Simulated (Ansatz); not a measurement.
**Scan of [OH···H···S], triplet**

Starting geometry:

```yaml
atoms:
  - { symbol: O, position_ang: [-0.9166, -0.2316, 0.0000] }
  - { symbol: H, position_ang: [-1.1659, 0.6949, 0.0000] }
  - { symbol: H, position_ang: [0.0430, -0.2316, 0.0000] }
  - { symbol: S, position_ang: [2.0394, -0.2316, 0.0000] }
```

From there H3 is moved from one fragment to the other while all else, the fragments' distance too, stays fixed; atoms are numbered as listed. Energies are in kcal/mol, counted from the starting geometry at the same level.

Basis cc-pVDZ; Ansatz 0.2.0. Only valence electrons are correlated (noble-gas cores frozen). Prefix R: restricted or restricted open-shell reference; prefix U: unrestricted.

Unrestricted rows (U) aren't spin-pure: their determinants' ⟨S²⟩ exceeds S(S+1) by up to 0.10, so they mix in states of higher spin. Coupled cluster chose its determinant by trial CCSD, here up to 0.17 eV above the lowest Hartree–Fock solution of its kind, and MP2 stands on that determinant too.

Full CI isn't at hand for all of this; UCCSDT(Q) serves as the reference, and is uncertain by about the last step of the cluster series. The frozen core follows each run's orbitals, which can shift R against U totals by a few meV.

| distance O1-H3 (Å) | RMP2 |
| --- | --- |
| 0.892 | 3.1 |
| 0.960 | 0.0 |
| 1.048 | 4.4 |
| 1.136 | 13.9 |
| 1.224 | 25.7 |
| 1.312 | 39.1 |
| 1.400 | 44.1 |
| 1.488 | 41.6 |
| 1.576 | 39.4 |

Q: Estimate the UCCSDT(Q) curve in cc-pVDZ from this one, knowing how RMP2 errs.

A: The computed UCCSDT(Q) values, in kcal/mol from the starting point, and the error of RMP2 against them:
```
distance O1-H3 (Å)  UCCSDT(Q)  RMP2 less UCCSDT(Q)
             0.892        3.1                  0.0
             0.960        0.0                  0.0
             1.048        4.3                  0.1
             1.136       13.6                  0.2
             1.224       23.7                  2.0
             1.312       30.9                  8.2
             1.400       34.1                 10.0
             1.488       34.0                  7.6
             1.576       33.4                  6.0
```

The error spans 10.0 kcal/mol and is largest, 10.0 kcal/mol, at 1.400 Å.
